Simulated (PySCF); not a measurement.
```xyz
3
charge 0 multiplicity 1, angstrom
Si   -0.4426    0.0000   -0.4559
H    -1.6102    0.0000    0.5495
F     0.7374    0.0000    0.6427
```

Method: PBE0 in PySCF with Si def2-TZVP, H def2-TZVP, F def2-TZVP; no relativity; density-fitted integrals.

This geometry of SiHF is a stationary point at this level.

Question: What is the point group?

Answer: Cs.

Question: Is it a minimum?

Answer: Yes: all harmonic wavenumbers are real.

Question: Which band is strongest in the infrared?

Answer: 1969 cm⁻¹ (a'), 371 km/mol.

Question: Give the atomic charges and bond orders.

Answer: 
```json
{"atom": "Si1", "Mulliken": "0.34", "Löwdin": "0.12", "polar tensor": "0.78", "Mayer order to Si1": "–"}
{"atom": "H2", "Mulliken": "-0.06", "Löwdin": "-0.08", "polar tensor": "-0.24", "Mayer order to Si1": "0.93"}
{"atom": "F3", "Mulliken": "-0.28", "Löwdin": "-0.04", "polar tensor": "-0.54", "Mayer order to Si1": "1.10"}
```

Question: Give the ideal-gas entropy at 298.15 K and 1 bar by parts.

Answer: translation 157.1, rotation 80.5, vibration 1.4, spin 0.0; total 239.0 J/(mol K).

Only a few start shapes were tried, so a lower isomer may exist.
